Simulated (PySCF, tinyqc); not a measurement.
Worked calculation: G0W0 on RHF in the sto-3g basis, for LiH, spin multiplicity 1. The lowest restricted solution is unstable here: a spin-polarised one lies 0.0152 hartree lower (PySCF). Computed by tinyqc, a small Python program that keeps every step (integrals from PySCF). Settings: charge = 0, multiplicity = 1, basis = sto-3g, method = RHF, energy threshold = 1e-10, iteration cap = 64, orthogonalisation = symmetric, start = core, DIIS depth = 6. Command: `OMP_NUM_THREADS=1 python tinyqc.py 26180 26181 out.jsonl` (the two numbers bound the seeds that draw the settings). One thread of a shared host (Intel(R) Xeon(R) Processor @ 2.60GHz), about 0.09 s of CPU time with the checks. Later iterations appear only in the table of the cycle.

## One-electron integrals

Geometry (angstrom):
```
atom,x,y,z
Li,0.0000,0.0000,0.0000
H,0.0000,0.0000,2.3540
```

Basis sto-3g: exponents (1/bohr^2) and contraction coefficients of normalised primitives:
```
element,l (shell),exponent,coefficient
Li,s (1),16.1196,0.1543
Li,s (1),2.9362,0.5353
Li,s (1),0.7947,0.4446
Li,s (2),0.6363,-0.1000
Li,s (2),0.1479,0.3995
Li,s (2),0.0481,0.7001
Li,p (3),0.6363,0.1559
Li,p (3),0.1479,0.6077
Li,p (3),0.0481,0.3920
H,s (1),3.4253,0.1543
H,s (1),0.6239,0.5353
H,s (1),0.1689,0.4446
```

Overlap, kinetic and nuclear-attraction integrals over the contracted functions; the nuclear repulsion is the sum of Za Zb / Rab.

nuclear repulsion = 0.674397 hartree

overlap S:
```
,1Li 1s,1Li 2s,1Li 2px,1Li 2py,1Li 2pz,2H 1s
1Li 1s,1.0000,0.2411,0.0000,0.0000,0.0000,0.0119
1Li 2s,0.2411,1.0000,0.0000,0.0000,0.0000,0.2242
1Li 2px,0.0000,0.0000,1.0000,0.0000,0.0000,0.0000
1Li 2py,0.0000,0.0000,0.0000,1.0000,0.0000,0.0000
1Li 2pz,0.0000,0.0000,0.0000,0.0000,1.0000,0.3317
2H 1s,0.0119,0.2242,0.0000,0.0000,0.3317,1.0000
```

kinetic energy T (hartree):
```
,1Li 1s,1Li 2s,1Li 2px,1Li 2py,1Li 2pz,2H 1s
1Li 1s,3.5768,-0.0202,0.0000,0.0000,0.0000,-0.0056
1Li 2s,-0.0202,0.1022,0.0000,0.0000,0.0000,0.0072
1Li 2px,0.0000,0.0000,0.3197,0.0000,0.0000,0.0000
1Li 2py,0.0000,0.0000,0.0000,0.3197,0.0000,0.0000
1Li 2pz,0.0000,0.0000,0.0000,0.0000,0.3197,0.0370
2H 1s,-0.0056,0.0072,0.0000,0.0000,0.0370,0.7600
```

nuclear attraction V (hartree):
```
,1Li 1s,1Li 2s,1Li 2px,1Li 2py,1Li 2pz,2H 1s
1Li 1s,-8.2077,-1.0186,0.0000,0.0000,-0.0074,-0.0471
1Li 2s,-1.0186,-1.4255,0.0000,0.0000,-0.0799,-0.3370
1Li 2px,0.0000,0.0000,-1.3963,0.0000,0.0000,0.0000
1Li 2py,0.0000,0.0000,0.0000,-1.3963,0.0000,0.0000
1Li 2pz,-0.0074,-0.0799,0.0000,0.0000,-1.4550,-0.5034
2H 1s,-0.0471,-0.3370,0.0000,0.0000,-0.5034,-1.9010
```

core Hamiltonian H = T + V (hartree):
```
,1Li 1s,1Li 2s,1Li 2px,1Li 2py,1Li 2pz,2H 1s
1Li 1s,-4.6309,-1.0388,0.0000,0.0000,-0.0074,-0.0527
1Li 2s,-1.0388,-1.3234,0.0000,0.0000,-0.0799,-0.3297
1Li 2px,0.0000,0.0000,-1.0766,0.0000,0.0000,0.0000
1Li 2py,0.0000,0.0000,0.0000,-1.0766,0.0000,0.0000
1Li 2pz,-0.0074,-0.0799,0.0000,0.0000,-1.1353,-0.4665
2H 1s,-0.0527,-0.3297,0.0000,0.0000,-0.4665,-1.1409
```

## Two-electron integrals

Functions are numbered as in S; the eight-fold symmetry (ij|kl) = (ji|kl) = (kl|ij) leaves the list below.

Two-electron integrals (ij|kl) in chemists' order, unique and non-zero (hartree):
```
i,j,k,l,(ij|kl)
1,1,1,1,1.6804
2,1,1,1,0.2654
2,1,2,1,0.0499
2,2,1,1,0.3977
2,2,2,1,0.0929
2,2,2,2,0.2906
3,1,3,1,0.0090
3,2,3,1,0.0138
3,2,3,2,0.0642
3,3,1,1,0.3966
3,3,2,1,0.0929
3,3,2,2,0.2905
3,3,3,3,0.3129
4,1,4,1,0.0090
4,2,4,1,0.0138
4,2,4,2,0.0642
4,3,4,3,0.0169
4,4,1,1,0.3966
4,4,2,1,0.0929
4,4,2,2,0.2905
4,4,3,3,0.2792
4,4,4,4,0.3129
5,1,5,1,0.0090
5,2,5,1,0.0138
5,2,5,2,0.0642
5,3,5,3,0.0169
5,4,5,4,0.0169
5,5,1,1,0.3966
5,5,2,1,0.0929
5,5,2,2,0.2905
5,5,3,3,0.2792
5,5,4,4,0.2792
5,5,5,5,0.3129
6,1,1,1,0.0122
6,1,2,1,0.0023
6,1,2,2,0.0045
6,1,3,3,0.0045
6,1,4,4,0.0045
6,1,5,1,3.27e-04
6,1,5,2,0.0006
6,1,5,5,0.0046
6,1,6,1,1.24e-04
6,2,1,1,0.0634
6,2,2,1,0.0152
6,2,2,2,0.0551
6,2,3,3,0.0519
6,2,4,4,0.0519
6,2,5,1,0.0023
6,2,5,2,0.0175
6,2,5,5,0.0617
6,2,6,1,0.0009
6,2,6,2,0.0226
6,3,3,1,0.0008
6,3,3,2,0.0045
6,3,5,3,0.0022
6,3,6,3,0.0010
6,4,4,1,0.0008
6,4,4,2,0.0045
6,4,5,4,0.0022
6,4,6,4,0.0010
6,5,1,1,0.0897
6,5,2,1,0.0215
6,5,2,2,0.0801
6,5,3,3,0.0746
6,5,4,4,0.0746
6,5,5,1,0.0035
6,5,5,2,0.0272
6,5,5,5,0.0909
6,5,6,1,0.0013
6,5,6,2,0.0348
6,5,6,5,0.0539
6,6,1,1,0.2248
6,6,2,1,0.0542
6,6,2,2,0.2160
6,6,3,3,0.1988
6,6,4,4,0.1988
6,6,5,1,0.0074
6,6,5,2,0.0756
6,6,5,5,0.2504
6,6,6,1,0.0031
6,6,6,2,0.1186
6,6,6,5,0.1869
6,6,6,6,0.7746
```

## Orthogonalisation

S = U s U^T; symmetric (Loewdin) form X = U s^(-1/2) U^T, so that X^T S X = 1.

eigenvalues of S: 0.5757  0.8090  1.0000  1.0000  1.1824  1.4329

X:
```
,1Li 1s,1Li 2s,1Li 2px,1Li 2py,1Li 2pz,2H 1s
1Li 1s,1.0234,-0.1287,0.0000,0.0000,-0.0050,0.0172
1Li 2s,-0.1287,1.0457,0.0000,0.0000,0.0328,-0.1288
1Li 2px,0.0000,0.0000,1.0000,0.0000,0.0000,0.0000
1Li 2py,0.0000,0.0000,0.0000,1.0000,0.0000,0.0000
1Li 2pz,-0.0050,0.0328,0.0000,0.0000,1.0469,-0.1851
2H 1s,0.0172,-0.1288,0.0000,0.0000,-0.1851,1.0689
```

## Starting guess

The start is the orbitals of the core Hamiltonian; D = 2 C_occ C_occ^T.

D at the start:
```
,1Li 1s,1Li 2s,1Li 2px,1Li 2py,1Li 2pz,2H 1s
1Li 1s,2.0580,-0.2051,0.0000,0.0000,-0.1385,-0.0984
1Li 2s,-0.2051,0.6838,0.0000,0.0000,0.6107,0.4696
1Li 2px,0.0000,0.0000,0.0000,0.0000,0.0000,0.0000
1Li 2py,0.0000,0.0000,0.0000,0.0000,0.0000,0.0000
1Li 2pz,-0.1385,0.6107,0.0000,0.0000,0.5465,0.4204
2H 1s,-0.0984,0.4696,0.0000,0.0000,0.4204,0.3235
```

## Iteration 1: building the Fock matrix

J_ij = sum D_kl (ij|kl), K_ij = sum D_kl (ik|jl); F = H + J - 0.5 K; E = tr D H + tr D J / 2 - 0.25 tr D K + E_nn.

Coulomb J (hartree):
```
,1Li 1s,1Li 2s,1Li 2px,1Li 2py,1Li 2pz,2H 1s
1Li 1s,4.0434,0.6894,0.0000,0.0000,0.0217,0.0334
1Li 2s,0.6894,1.3260,0.0000,0.0000,0.1382,0.3051
1Li 2px,0.0000,0.0000,1.3043,0.0000,0.0000,0.0000
1Li 2py,0.0000,0.0000,0.0000,1.3043,0.0000,0.0000
1Li 2pz,0.0217,0.1382,0.0000,0.0000,1.3622,0.4507
2H 1s,0.0334,0.3051,0.0000,0.0000,0.4507,1.3337
```

exchange K (hartree):
```
,1Li 1s,1Li 2s,1Li 2px,1Li 2py,1Li 2pz,2H 1s
1Li 1s,3.3885,0.5297,0.0000,0.0000,0.0143,0.0344
1Li 2s,0.5297,0.3693,0.0000,0.0000,0.2939,0.3012
1Li 2px,0.0000,0.0000,0.0722,0.0000,0.0000,0.0000
1Li 2py,0.0000,0.0000,0.0000,0.0722,0.0000,0.0000
1Li 2pz,0.0143,0.2939,0.0000,0.0000,0.3464,0.3542
2H 1s,0.0344,0.3012,0.0000,0.0000,0.3542,0.6054
```

Fock matrix F (hartree):
```
,1Li 1s,1Li 2s,1Li 2px,1Li 2py,1Li 2pz,2H 1s
1Li 1s,-2.2818,-0.6142,0.0000,0.0000,0.0071,-0.0365
1Li 2s,-0.6142,-0.1821,0.0000,0.0000,-0.0887,-0.1752
1Li 2px,0.0000,0.0000,0.1916,0.0000,0.0000,0.0000
1Li 2py,0.0000,0.0000,0.0000,0.1916,0.0000,0.0000
1Li 2pz,0.0071,-0.0887,0.0000,0.0000,0.0538,-0.1929
2H 1s,-0.0365,-0.1752,0.0000,0.0000,-0.1929,-0.1100
```

total energy of this density = -7.720688 hartree

## Iteration 1: diagonalisation and new density

Diagonalise F' = X^T F X, C = X C', fill 2 alpha and 2 beta electrons from the bottom; D = 2 C_occ C_occ^T. Each column has its largest component positive (the first on a tie).

F' = X^T F X (hartree):
```
,1,2,3,4,5,6
1,-2.2315,-0.3426,0.0000,0.0000,0.0101,0.0198
2,-0.3426,-0.0319,0.0000,0.0000,-0.0399,-0.1642
3,0.0000,0.0000,0.1916,0.0000,0.0000,0.0000
4,0.0000,0.0000,0.0000,0.1916,0.0000,0.0000
5,0.0101,-0.0399,0.0000,0.0000,0.1258,-0.2083
6,0.0198,-0.1642,0.0000,0.0000,-0.2083,-0.0058
```

orbital energies (hartree): MO1 -2.2837, MO2 -0.2522, MO3 0.0953, MO4 0.1916, MO5 0.1916, MO6 0.2972

coefficients C:
```
,MO1,MO2,MO3,MO4,MO5,MO6
1Li 1s,0.9924,-0.1342,-0.2306,0.0000,0.0000,-0.0904
1Li 2s,0.0299,0.4588,0.8702,0.0000,0.0000,0.3987
1Li 2px,0.0000,0.0000,0.0000,0.8838,-0.4678,0.0000
1Li 2py,0.0000,0.0000,0.0000,0.4678,0.8838,0.0000
1Li 2pz,-0.0019,0.3603,-0.4842,0.0000,0.0000,0.8758
2H 1s,0.0001,0.6278,-0.2616,0.0000,0.0000,-0.8550
```

D after iteration 1:
```
,1Li 1s,1Li 2s,1Li 2px,1Li 2py,1Li 2pz,2H 1s
1Li 1s,2.0056,-0.0638,0.0000,0.0000,-0.1005,-0.1682
1Li 2s,-0.0638,0.4228,0.0000,0.0000,0.3305,0.5761
1Li 2px,0.0000,0.0000,0.0000,0.0000,0.0000,0.0000
1Li 2py,0.0000,0.0000,0.0000,0.0000,0.0000,0.0000
1Li 2pz,-0.1005,0.3305,0.0000,0.0000,0.2596,0.4524
2H 1s,-0.1682,0.5761,0.0000,0.0000,0.4524,0.7883
```

Within a degenerate level the vectors are fixed only up to a rotation; this is one choice.

## Iteration 9 (converged): orbitals

converged F (hartree):
```
,1Li 1s,1Li 2s,1Li 2px,1Li 2py,1Li 2pz,2H 1s
1Li 1s,-2.3700,-0.6438,0.0000,0.0000,0.0135,-0.0329
1Li 2s,-0.6438,-0.2058,0.0000,0.0000,-0.0522,-0.1776
1Li 2px,0.0000,0.0000,0.1582,0.0000,0.0000,0.0000
1Li 2py,0.0000,0.0000,0.0000,0.1582,0.0000,0.0000
1Li 2pz,0.0135,-0.0522,0.0000,0.0000,0.0723,-0.1769
2H 1s,-0.0329,-0.1776,0.0000,0.0000,-0.1769,-0.0668
```

As before.

F' = X^T F X (hartree):
```
,1,2,3,4,5,6
1,-2.3165,-0.3607,0.0000,0.0000,0.0108,0.0265
2,-0.3607,-0.0475,0.0000,0.0000,-0.0013,-0.1772
3,0.0000,0.0000,0.1582,0.0000,0.0000,0.0000
4,0.0000,0.0000,0.0000,0.1582,0.0000,0.0000
5,0.0108,-0.0013,0.0000,0.0000,0.1438,-0.2071
6,0.0265,-0.1772,0.0000,0.0000,-0.2071,0.0400
```

orbital energies (hartree): MO1 -2.3725, MO2 -0.2205, MO3 0.0677, MO4 0.1582, MO5 0.1582, MO6 0.3451

coefficients C:
```
,MO1,MO2,MO3,MO4,MO5,MO6
1Li 1s,0.9915,-0.1486,-0.2166,0.0000,0.0000,0.1095
1Li 2s,0.0330,0.5164,0.8002,0.0000,0.0000,-0.4686
1Li 2px,0.0000,0.0000,0.0000,0.8881,0.4597,0.0000
1Li 2py,0.0000,0.0000,0.0000,-0.4597,0.8881,0.0000
1Li 2pz,-0.0043,0.3168,-0.5772,0.0000,0.0000,-0.8354
2H 1s,-0.0019,0.6151,-0.2373,0.0000,0.0000,0.8712
```

D after iteration 9:
```
,1Li 1s,1Li 2s,1Li 2px,1Li 2py,1Li 2pz,2H 1s
1Li 1s,2.0105,-0.0879,0.0000,0.0000,-0.1026,-0.1866
1Li 2s,-0.0879,0.5355,0.0000,0.0000,0.3269,0.6351
1Li 2px,0.0000,0.0000,0.0000,0.0000,0.0000,0.0000
1Li 2py,0.0000,0.0000,0.0000,0.0000,0.0000,0.0000
1Li 2pz,-0.1026,0.3269,0.0000,0.0000,0.2007,0.3897
2H 1s,-0.1866,0.6351,0.0000,0.0000,0.3897,0.7567
```

Within a degenerate level the vectors are fixed only up to a rotation; this is one choice.

## Convergence

Stop when the energy changes by less than 1e-10 hartree and every element of the error matrix X^T (F D S - S D F) X is below 3e-06.

Course of the cycle:
```
iteration,E (hartree),change,largest element of the error matrix
1,-7.720688,-,1.85e-01
2,-7.787574,-6.69e-02,1.86e-02
3,-7.788726,-1.15e-03,7.24e-03
4,-7.789024,-2.98e-04,3.43e-03
5,-7.789115,-9.05e-05,1.43e-04
6,-7.789115,-4.02e-08,4.03e-05
7,-7.789115,-4.17e-09,1.37e-05
8,-7.789115,-5.34e-10,1.26e-08
9,-7.789115,7.11e-15,3.90e-11
```

PySCF RHF in the same basis = -7.789115 hartree

Converged in 9 iterations.

## Populations, bond orders and dipole

Mulliken: Z minus the diagonal of D S on the atom; Loewdin: the same with S^(1/2) D S^(1/2); Mayer order: 2 sum_s sum (D(s) S)_ij (D(s) S)_ji over the two atoms.

Charges (e):
```
atom,Mulliken,Loewdin
1Li,0.0262,0.0234
2H,-0.0262,-0.0234
```

Mayer bond orders:
```
pair,order
2-1,0.9993
```

dipole moment about the origin, x y z (debye): 0.0000  0.0000  -5.1486

## Integrals over molecular orbitals

(pq|rs) = sum C_ip C_jq C_kr C_ls (ij|kl), one index at a time.

one-electron integrals over orbitals h = C^T H C (hartree):
```
,1,2,3,4,5,6
1,-4.6221,0.0956,0.1600,0.0000,0.0000,-0.0515
2,0.0956,-1.2484,0.0053,0.0000,0.0000,0.0597
3,0.1600,0.0053,-1.0830,0.0000,0.0000,0.0159
4,0.0000,0.0000,0.0000,-1.0766,0.0000,0.0000
5,0.0000,0.0000,0.0000,0.0000,-1.0766,0.0000
6,-0.0515,0.0597,0.0159,0.0000,0.0000,-1.0208
```

Two-electron integrals over orbitals (pq|rs), unique and non-zero (hartree):
```
p,q,r,s,(pq|rs)
1,1,1,1,1.6595
2,1,1,1,-0.0976
2,1,2,1,0.0099
2,2,1,1,0.3000
2,2,2,1,0.0020
2,2,2,2,0.4377
3,1,1,1,-0.1424
3,1,2,1,0.0108
3,1,2,2,-0.0100
3,1,3,1,0.0220
3,2,1,1,0.0354
3,2,2,1,-0.0025
3,2,2,2,-0.0652
3,2,3,1,-4.05e-04
3,2,3,2,0.0272
3,3,1,1,0.3877
3,3,2,1,-0.0083
3,3,2,2,0.2122
3,3,3,1,0.0005
3,3,3,2,0.0169
3,3,3,3,0.3226
4,1,4,1,0.0098
4,2,4,1,0.0073
4,2,4,2,0.0209
4,3,4,1,0.0104
4,3,4,2,0.0210
4,3,4,3,0.0414
4,4,1,1,0.3963
4,4,2,1,-0.0035
4,4,2,2,0.2364
4,4,3,1,-0.0051
4,4,3,2,0.0179
4,4,3,3,0.2778
4,4,4,4,0.3129
5,1,5,1,0.0098
5,2,5,1,0.0073
5,2,5,2,0.0209
5,3,5,1,0.0104
5,3,5,2,0.0210
5,3,5,3,0.0414
5,4,5,4,0.0169
5,5,1,1,0.3963
5,5,2,1,-0.0035
5,5,2,2,0.2364
5,5,3,1,-0.0051
5,5,3,2,0.0179
5,5,3,3,0.2778
5,5,4,4,0.2792
5,5,5,5,0.3129
6,1,1,1,0.0666
6,1,2,1,-0.0088
6,1,2,2,-0.0070
6,1,3,1,-0.0043
6,1,3,2,0.0029
6,1,3,3,0.0116
6,1,4,4,0.0016
6,1,5,5,0.0016
6,1,6,1,0.0105
6,2,1,1,-0.0863
6,2,2,1,0.0010
6,2,2,2,0.1041
6,2,3,1,0.0047
6,2,3,2,-0.0505
6,2,3,3,-0.0170
6,2,4,4,-0.0420
6,2,5,5,-0.0420
6,2,6,1,0.0015
6,2,6,2,0.1321
6,3,1,1,0.0274
6,3,2,1,-0.0021
6,3,2,2,-0.0627
6,3,3,1,0.0039
6,3,3,2,0.0228
6,3,3,3,0.0372
6,3,4,4,0.0110
6,3,5,5,0.0110
6,3,6,1,0.0047
6,3,6,2,-0.0433
6,3,6,3,0.0356
6,4,4,1,-0.0055
6,4,4,2,-0.0177
6,4,4,3,-0.0109
6,4,6,4,0.0186
6,5,5,1,-0.0055
6,5,5,2,-0.0177
6,5,5,3,-0.0109
6,5,6,5,0.0186
6,6,1,1,0.3472
6,6,2,1,3.72e-04
6,6,2,2,0.4071
6,6,3,1,-0.0102
6,6,3,2,-0.0509
6,6,3,3,0.2395
6,6,4,4,0.2546
6,6,5,5,0.2546
6,6,6,1,-0.0053
6,6,6,2,0.0843
6,6,6,3,-0.0473
6,6,6,6,0.3999
```

## Screening: direct RPA

With D = e_a - e_i and K = (ia|jb): diagonalise D^(1/2) (D + 4K) D^(1/2) = Z w^2 Z^T; X + Y = D^(1/2) Z w^(-1/2), each column of Z with its largest component positive (the first on a tie); E_c = (sum w - tr (D + 2K)) / 2.

D^(1/2) (D + 4K) D^(1/2) (hartree^2):
```
,1>3,1>4,1>5,1>6,2>3,2>4,2>5,2>6
1>3,6.1694,0.0000,0.0000,-0.0444,-0.0014,0.0000,0.0000,0.0219
1>4,0.0000,6.5036,0.0000,0.0000,0.0000,0.0286,0.0000,0.0000
1>5,0.0000,0.0000,6.5036,0.0000,0.0000,0.0000,0.0286,0.0000
1>6,-0.0444,0.0000,0.0000,7.4998,0.0103,0.0000,0.0000,0.0076
2>3,-0.0014,0.0000,0.0000,0.0103,0.1144,0.0000,0.0000,-0.0815
2>4,0.0000,0.0286,0.0000,0.0000,0.0000,0.1751,0.0000,0.0000
2>5,0.0000,0.0000,0.0286,0.0000,0.0000,0.0000,0.1751,0.0000
2>6,0.0219,0.0000,0.0000,0.0076,-0.0815,0.0000,0.0000,0.6189
```

excitation energies w (hartree): 0.3187  0.4183  0.4183  0.7948  2.4835  2.5502  2.5502  2.7389

X + Y:
```
,1,2,3,4,5,6,7,8
1>3,-0.0010,0.0000,0.0000,-0.0069,0.9907,0.0000,0.0000,-0.0315
1>4,0.0000,-0.0093,-0.0061,0.0000,0.0000,0.7385,-0.6685,0.0000
1>5,0.0000,0.0061,-0.0093,0.0000,0.0000,0.6685,0.7385,0.0000
1>6,-0.0045,0.0000,0.0000,-0.0016,0.0349,0.0000,0.0000,0.9956
2>3,0.9394,0.0000,0.0000,-0.0938,-0.0001,0.0000,0.0000,0.0004
2>4,0.0000,0.7965,0.5206,0.0000,0.0000,0.0013,-0.0012,0.0000
2>5,0.0000,-0.5206,0.7965,0.0000,0.0000,0.0012,0.0013,0.0000
2>6,0.2074,0.0000,0.0000,0.8333,0.0019,0.0000,0.0000,0.0004
```

RPA correlation energy = -0.032052 hartree

Within a degenerate level the vectors are fixed only up to a rotation; this is one choice.

## G0W0 on Hartree-Fock: HOMO

W(p,q,m) = sqrt2 sum_ia (pq|ia) (X+Y)_ia,m; Sigma_c(x) = sum_(i,m) W^2/(x - e_i + w_m) + sum_(a,m) W^2/(x - e_a - w_m); solve x = e_p + Sigma_c(x) by Newton steps; Z = 1/(1 - dSigma/dx); 1 hartree = 27.211386 eV.

The 12 largest terms at x = e_p (hartree; W for the signs of X + Y given):
```
q,m,W,term
2,4,0.1314,0.0217
6,4,0.1624,-0.0194
2,1,-0.0561,0.0099
3,4,-0.0631,-0.0037
6,1,-0.0283,-0.0009
3,1,0.0213,-0.0007
4,2,0.0234,-0.0007
5,3,0.0234,-0.0007
5,2,-0.0153,-2.94e-04
4,3,0.0153,-2.94e-04
2,5,-0.0141,8.04e-05
1,5,0.0147,4.64e-05
```

Newton steps (hartree):
```
step,x,Sigma_c(x),Z
0,-0.2205,0.0050,0.9253
1,-0.2159,0.0047,0.9261
2,-0.2159,0.0047,0.9261
```

quasiparticle energy of the HOMO = -5.8738 eV

Hartree-Fock value = -6.0007 eV

## G0W0 on Hartree-Fock: LUMO

As before.

The 12 largest terms at x = e_p (hartree; W for the signs of X + Y given):
```
q,m,W,term
2,4,-0.0631,0.0037
6,4,-0.0541,-0.0027
4,2,0.0236,-0.0011
5,3,0.0236,-0.0011
3,1,0.0174,-0.0009
2,1,0.0213,0.0007
3,4,-0.0223,-0.0006
6,1,0.0175,-0.0005
5,2,-0.0154,-4.66e-04
4,3,0.0154,-4.66e-04
1,5,0.0306,1.91e-04
3,8,0.0163,-9.65e-05
```

Newton steps (hartree):
```
step,x,Sigma_c(x),Z
0,0.0677,-0.0036,0.9823
1,0.0642,-0.0035,0.9824
2,0.0642,-0.0035,0.9824
```

quasiparticle energy of the LUMO = 1.7465 eV

Hartree-Fock value = 1.8421 eV
